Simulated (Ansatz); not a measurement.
**N2H3 (hydrazinyl radical) at 6 levels**

Wanted: a comparison of 6 runs (UHF/STO-3G, UBHLYP/STO-3G, UCAM-B3LYP/STO-3G, UPBE/STO-3G, UCCSDT/STO-3G, UCCSDTQ/STO-3G) of N2H3 (hydrazinyl radical). 

The calculation is run with Ansatz 0.2.0.

34 further runs of the same task are left out: 34 set aside as unsound or not needed.

## Step 1: Starting point

The species is N2H3 (5 atoms), meant as a doublet with charge 0. SMILES: `[NH]N`. The H3–N1 distance was set to 1.530 Å, away from the relaxed value. At this shape a bond of the SMILES string is far longer than usual.

Bond lengths: N1–N2 1.335 Å, N2–H4 1.011 Å, N2–H5 1.017 Å. Angles: N1–N2–H4 112.8°, N1–N2–H5 121.7°, H4–N2–H5 116.1°. A long bond or contact: N1–H3 1.530 Å.

## Step 2: A single-point energy at UHF/STO-3G (run 1)

File molecule.yaml:

```yaml
crystal:
  periodic: [false, false, false]
  atoms:
    - {symbol: "N", position_ang: [-0.638321, -0.713647, 0.255349]}
    - {symbol: "N", position_ang: [-0.589621, 0.343803, -0.557791]}
    - {symbol: H, position_ang: [0.751750, -0.989150, 0.831090]}
    - {symbol: H, position_ang: [-1.506421, 0.669633, -0.830611]}
    - {symbol: H, position_ang: [0.129199, 1.056683, -0.465681]}
basis:
  gaussian:
    orbitals: STO-3G
accuracy: high
hamiltonian:
  xc: hf
magnetization:
  spin_polarized: true
  initial_magnetization: 1
```

Started as:

```sh
ansatz run molecule.yaml --threads 1 --pin off --max-ram 2610MiB --events-out events.jsonl --progress --plain --runs-dir runs
```

What it wrote:

```text
Warning: RAYON_NUM_THREADS=1 ignored (pool sized by the plan → 1); use --threads N
Functional definition: HF
  name "HF"
  exchange = exact_x
  correlation = 0
209 factors; integrals over basis functions are off by at most 1.5e-8 eV
mean field evaluation 1: about -2965.8146 eV, gradient 1.1e1 eV
mean field evaluation 2: about -2965.9143 eV, gradient 1.1e1 eV
mean field evaluation 4: about -2967.0256 eV, gradient 2.3e0 eV
mean field evaluation 8: about -2967.0847 eV, gradient 5.4e-1 eV
mean field evaluation 16: about -2967.7748 eV, gradient 2.8e-8 eV
mean field evaluation 32: about -2967.7748 eV, gradient 1.6e-8 eV
mean field -2967.77478515 eV, -109.0637117243 hartree, gradient 5.2e-8 eV, S^2 1.251138; 1 other end points of the search recorded, 0 dependent functions left out
reference -2967.77478515 eV, -109.0637117243 hartree; 9, 8 occupied and 4, 5 virtual orbitals, 209 factors
Total energy: -2967.77478515 eV, -109.0637117243 hartree
```

Run time: 0.1 s. Hardware: 1 thread of Arm Neoverse V1, shared host.

## Step 3: The energy at UBHLYP/STO-3G (run 2)

File in.yaml:

```yaml
crystal:
  periodic: [false, false, false]
  atoms:
    - {symbol: "N", position_ang: [-0.638321, -0.713647, 0.255349]}
    - {symbol: N, position_ang: [-0.589621, 0.343803, -0.557791]}
    - {symbol: H, position_ang: [0.751750, -0.989150, 0.831090]}
    - {symbol: H, position_ang: [-1.506421, 0.669633, -0.830611]}
    - {symbol: H, position_ang: [0.129199, 1.056683, -0.465681]}
basis:
  gaussian:
    orbitals: STO-3G
hamiltonian:
  xc: {name: BHLYP}
accuracy: high
magnetization:
  spin_polarized: true
  initial_magnetization: 1
```

Started as:

```sh
ansatz run in.yaml --threads 1 --pin off --max-ram 2610MiB --events-out events.jsonl --progress --plain --runs-dir runs
```

What it wrote:

```text
Warning: RAYON_NUM_THREADS=1 ignored (pool sized by the plan → 1); use --threads N
Functional definition: BHLYP
  name "BHLYP"
  parameter a = 0.5
  exchange = (1 - a)*b88_x + a*exact_x
  correlation = lyp_c
209 factors; integrals over basis functions are off by at most 1.5e-8 eV
mean field evaluation 1: about -2981.6881 eV, gradient 9.9e0 eV
mean field evaluation 2: about -2982.0090 eV, gradient 9.2e0 eV
mean field evaluation 4: about -2982.5629 eV, gradient 6.5e-1 eV
mean field evaluation 8: about -2982.6161 eV, gradient 1.8e-1 eV
mean field evaluation 16: about -2982.6409 eV, gradient 8.6e-4 eV
mean field -2982.64086880 eV, -109.6100302218 hartree, gradient 6.6e-8 eV, S^2 0.882761; 0 other end points of the search recorded, 0 dependent functions left out
reference -2982.64088550 eV, -109.6100308354 hartree; 9, 8 occupied and 4, 5 virtual orbitals, 209 factors
Total energy: -2982.64088550 eV, -109.6100308354 hartree
```

It took 1.4 s on 1 thread of Arm Neoverse V1, shared host; peak memory 0.11 GiB.

Runs 3 to 5 aren't shown in full; the table further down has their settings and results.

## Step 4: The energy at UCCSDTQ/STO-3G (run 6)

File molecule.yaml:

```yaml
crystal:
  periodic: [false, false, false]
  atoms:
    - {symbol: N, position_ang: [-0.638321, -0.713647, 0.255349]}
    - {symbol: "N", position_ang: [-0.589621, 0.343803, -0.557791]}
    - {symbol: H, position_ang: [0.751750, -0.989150, 0.831090]}
    - {symbol: H, position_ang: [-1.506421, 0.669633, -0.830611]}
    - {symbol: H, position_ang: [0.129199, 1.056683, -0.465681]}
basis:
  gaussian: {orbitals: STO-3G}
correlation: {method: ccsdtq, frozen_orbitals: {H: 0, "N": 1}}
accuracy: high
scf: {omitted_lower_state_checks: [cluster_reference, increment]}
magnetization: {spin_polarized: true, initial_magnetization: 1}
```

Started as:

```sh
ansatz run molecule.yaml --threads 1 --pin off --max-ram 2610MiB --events-out events.jsonl --progress --plain --runs-dir runs
```

What it wrote:

```text
Warning: RAYON_NUM_THREADS=1 ignored (pool sized by the plan → 1); use --threads N
[... 13 lines left out ...]
2 core orbitals not correlated: weight in the atoms' cores, before any rotation towards them, 1.000 or more for the frozen orbitals, at most 0.000 for the correlated occupied ones
[... 43 lines left out ...]
Total energy: -2971.23316795 eV, -109.1908049480 hartree
Checks for a lower state left out: cluster_reference, increment
```

It took 32 s on 1 thread of Arm Neoverse V1, shared host; peak memory 0.25 GiB.

## Step 5: Overview of the runs

| run | level | frozen core orbitals | energy (Eh) | ⟨S²⟩ | wall time |
| --- | --- | --- | --- | --- | --- |
| 1 | UHF/STO-3G | – | -109.063712 | 1.251 | 0.1 s |
| 2 | UBHLYP/STO-3G | – | -109.610031 | 0.883 | 1.4 s |
| 3 | UCAM-B3LYP/STO-3G | – | -109.608739 | 0.788 | 1.8 s |
| 4 | UPBE/STO-3G | – | -109.548635 | 0.756 | 1.3 s |
| 5 | UCCSDT/STO-3G | 2 | -109.190613 | 1.251 | 0.6 s |
| 6 | UCCSDTQ/STO-3G | 2 | -109.190805 | 1.251 | 32 s |

## Step 6: What came out

| quantity | value |
| --- | --- |
| run 6: total energy | -109.19080 Eh |
| run 6: correlation energy (2 core orbitals frozen) | -127.1 mEh |
| run 6: ⟨S²⟩ of the reference determinant | 1.251 |
| run 6: T1 diagnostic | 0.069 |

In words: Below the UHF energy at the same shape and in the same basis (STO-3G): UCCSDT -126.9 mEh; UCCSDTQ -127.1 mEh. Totals of different functionals can't be ranked against each other. In runs 1, 2, 3, 4, 5, 6 the basis is minimal, so the values are rough. Spin contamination of the reference: run 1 ⟨S²⟩ = 1.25, run 5 ⟨S²⟩ = 1.25, run 6 ⟨S²⟩ = 1.25, run 2 ⟨S²⟩ = 0.88. All runs together took 37 s, the longest 32 s.
